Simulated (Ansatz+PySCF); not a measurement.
Results of a calculation; reference values are marked as such.
Input for PySCF 2.14.0:

```python
from pyscf import gto, dft

mol = gto.M(atom="""
N 0.000000 0.000000 -1.109580
N 0.000000 0.000000 1.109580
""", basis='cc-pvdz', charge=1, spin=1)
mf = dft.UKS(mol, xc='wb97x')
mf.kernel()
print(mf.converged, mf.e_tot, mf.spin_square()[0])
```

The script is written out from the run's settings.

The run gave:

| Item | Value |
| --- | --- |
| Converged | yes |
| Total energy | -108.51669 hartree |
| Spin squared of the determinant | 0.751 |
| Cycles | 8 |

This is not the lowest solution: another run reaches a determinant 4.63 eV lower.
